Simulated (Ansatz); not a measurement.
Relaxation of CH5AlO (8 atoms, charge 0, multiplicity 1), to a largest force component of 0.03 eV/Å in at most 50 steps.

Theory: RKS PBE0/cc-pVDZ in Ansatz.

```xyz
8
Properties=species:S:1:pos:R:3:forces:R:3
Al 0.316 -0.079 -0.015 0.55 0.07 0.64
C 1.005 -0.068 1.799 -0.85 -0.27 1.08
H 0.472 -0.261 2.744 0.00 0.00 0.00
H 1.851 -0.776 1.722 -0.01 0.01 -0.01
H 1.466 0.936 1.857 0.00 -0.01 -0.01
H 1.775 0.263 -0.420 0.36 0.21 -1.68
O -1.142 -0.317 -0.903 -0.04 -0.02 -0.01
H -1.964 -0.545 -0.459 0.00 0.01 -0.01
```

Q: Where does it end, and by what steps?

A: The run converged. After 8 steps the energy has fallen by 0.710 eV; H6 moved furthest, 0.81 Å.

| step | energy less start (eV) | largest force component (eV/Å) | accepted |
| --- | --- | --- | --- |
| 0 | 0.0000 | 1.676 | yes |
| 1 | -0.3311 | 0.841 | yes |
| 2 | -0.5088 | 0.443 | yes |
| 3 | -0.6369 | 0.247 | yes |
| 4 | -0.6848 | 0.463 | yes |
| 5 | -0.6998 | 0.171 | yes |
| 6 | -0.7091 | 0.134 | yes |
| 7 | -0.7099 | 0.031 | yes |
| 8 | -0.7101 | 0.012 | yes |

```xyz
8
Properties=species:S:1:pos:R:3
Al 0.584 -0.024 -0.089
C 0.995 -0.073 1.829
H 0.133 -0.341 2.461
H 1.805 -0.797 2.031
H 1.367 0.911 2.164
H 1.657 0.275 -1.224
O -1.010 -0.302 -0.713
H -1.753 -0.497 -0.134
```

Whether the end is a true minimum wasn't checked by a vibrational analysis.

The run took 13 s on 2 threads of Arm Neoverse V1, on a shared host, peak memory 0.14 GiB.
